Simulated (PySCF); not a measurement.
BCl₃, SMILES ClB(Cl)Cl. Geometry optimised at PBE-D3(BJ)/def2-SVP. The isomer is the one that the SMILES or the coordinates give; other isomers of the formula were not compared.

Computed with PySCF with PBE-D3(BJ)/def2-SVP.

Harmonic wavenumbers (cm⁻¹): 249, 249, 439, 463, 964, 964. Rotational constants (GHz): 3.094, 3.094, 1.547; symmetry number 6.

Question: Work out the zero-point energy and the ideal-gas rigid-rotor harmonic-oscillator thermochemistry at 298.15 K and 1 atm.

Answer: ZPE = ½ Σ hcν = ½ × 3327 cm⁻¹ = 19.90 kJ/mol. H − E(el) = 33.98 kJ/mol. Entropy in J/(mol K): translation 168.16, rotation 100.06, vibration 22.11, total 290.33. G − E(el) = -52.58 kJ/mol. Cp = 62.90 J/(mol K).
